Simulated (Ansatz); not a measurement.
Abridged output of a molecular run in Ansatz:

```
Functional definition: HF
868 factors; integrals over basis functions are off by at most 1.1e-3 eV
mean field evaluation 1: about -16924.2926 eV, gradient 5.6e1 eV
mean field evaluation 2: about -16924.6532 eV, gradient 5.8e1 eV
mean field evaluation 4: about -16930.0875 eV, gradient 3.0e0 eV
mean field evaluation 8: about -16930.1473 eV, gradient 1.6e-1 eV
mean field -16930.14747367 eV, -622.1714439912 hartree, gradient 4.7e-6 eV, S^2 0.000000; 0 other end points of the search recorded, 0 dependent functions left out
8 core orbitals not correlated: weight in the atoms' cores, before any rotation towards them, 1.000 or more for the frozen orbitals, at most 0.000 for the correlated occupied ones
reference -16930.14747367 eV, -622.1714439912 hartree; 12, 12 occupied and 115, 115 virtual orbitals, 868 factors
second order -24.15233477 eV of doubles, -0.00000000 eV of singles
cycle   1  -22.89942237 eV  change     1.3e0 eV  update   1.4e-1
cycle   2  -23.65489664 eV  change   -7.6e-1 eV  update   5.0e-2
cycle   3  -23.82139017 eV  change   -1.7e-1 eV  update   2.0e-2
cycle   4  -23.79196852 eV  change    2.9e-2 eV  update   4.4e-3
cycle   5  -23.79029431 eV  change    1.7e-3 eV  update   1.5e-3
cycle   6  -23.79106556 eV  change   -7.7e-4 eV  update   4.1e-4
cycle   7  -23.79060460 eV  change    4.6e-4 eV  update   1.3e-4
cycle   8  -23.79058407 eV  change    2.1e-5 eV  update   3.4e-5
cycle   9  -23.79059343 eV  change   -9.4e-6 eV  update   9.9e-6
perturbative correction -1.15313736 eV, -0.0423770163 hartree
Total energy: -16955.09120445 eV, -623.0881091901 hartree
```

Its atoms:

Cartesian coordinates in Å:
```
O 1.1264 -0.3605 -0.7850
S 0.0000 0.0000 0.0000
O -0.7094 -0.9949 0.7223
O -0.4169 1.3554 0.0627
```

Which basis set was used?
A. def2-SVP
B. def2-TZVPP
C. def2-TZVPPD
D. def2-SVPD

B. It gives 135 functions.

Write the keys of the input that set method, charge and spin (a neutral closed shell needs none for the last two).


```yaml
correlation: {method: ccsd_t}
```
